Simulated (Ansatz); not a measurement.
# [Se4]2+: the relaxed shape and its frontier levels

Aim: characterise [Se4]2+ as a singlet: its structure, frontier levels and distribution of charge.

Method: RKS PBE0-D4/def2-TZVP; program: Ansatz 0.2.0, Gaussian basis.

Levels to be run: relaxation at r2SCAN-D4/def2-SVP; a search for the lowest solution at PBE0-D4/def2-SVP; a single point at PBE0-D4/def2-TZVP.

**1. The system as given**

4 atoms, charge 2, spin multiplicity 1.

Atoms are counted from 1 here; the program's logs count them from 0.

Bond lengths: Se1–Se2 2.345 Å, Se1–Se4 2.343 Å, Se2–Se3 2.341 Å, Se3–Se4 2.343 Å. Angles: Se2–Se1–Se4 90.0°, Se1–Se2–Se3 90.0°, Se2–Se3–Se4 90.1°, Se1–Se4–Se3 90.0°.

The ion is computed in the gas phase, without counter-ions or solvent.

The start is a GFN2-xTB (ALPB water) geometry.

**2. Optimising with r2SCAN-D4/def2-SVP**

Contents of in.yaml:

```yaml
crystal:
  periodic: [false, false, false]
  atoms:
    - {symbol: Se, position_ang: [-1.049680, -0.686140, 1.083410]}
    - {symbol: Se, position_ang: [0.813400, 0.728220, 1.246390]}
    - {symbol: Se, position_ang: [1.047510, 0.687200, -1.082280]}
    - {symbol: Se, position_ang: [-0.811230, -0.729270, -1.247520]}
basis:
  gaussian: {orbitals: def2-SVP}
total_charge: 2
hamiltonian: {xc: r2scan, dispersion: d4}
scf: {lower_state_search: "off"}
output: {orbitals: {seedname: orbitals}}
relax: {f_tol: 0.02, max_steps: 100}
```

The run is started by

```console
$ ansatz run in.yaml --threads 2 --pin off --events-out ev --progress --plain --max-ram 4352MiB
```

The runs that follow: Searching for the lowest solution, PBE0-D4/def2-SVP; Single point, PBE0-D4/def2-TZVP.

**Question.** What will the summary of the whole plan be? Wanted: point group; commonest bond; HOMO, LUMO at PBE0-D4/def2-TZVP.

The runs gave:

| quantity | value |
| --- | --- |
| point group | D4h |
| commonest bond | Se–Se, 4 of mean length 2.329 Å |
| HOMO, LUMO at PBE0-D4/def2-TZVP | -18.67, -15.04 eV |

What this shows: The molecule keeps its bonding pattern by the stored test; the atoms moved 0.01 Å (rms). No usable vibrations, so a minimum isn't proven. The HOMO lies nearest to Se1, Se3 about 47 % each and the LUMO to 4 Se atoms about 25 % each.
